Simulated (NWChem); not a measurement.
System: CH cation, singlet

All runs: NWChem. Low-valent species are run as closed-shell singlets; no triplet was tried in these runs. Each level has its own optimisation; frequencies are unscaled.

```
level                     basis functions  r C–H (Å)  highest harmonic frequency (cm⁻¹)  zero-point energy (kcal/mol)
------------------------  ---------------  ---------  ---------------------------------  ----------------------------
Hartree-Fock/3-21G                     11      1.106                               3045                           4.3
Hartree-Fock/pcseg-1                   19      1.111                               3195                           4.6
Hartree-Fock/aug-pcseg-1               32      1.116                               3123                           4.5
Hartree-Fock/pcseg-2                   44      1.112                               3068                           4.4
Hartree-Fock/def2-TZVPP                45      1.113                               3058                           4.4
```
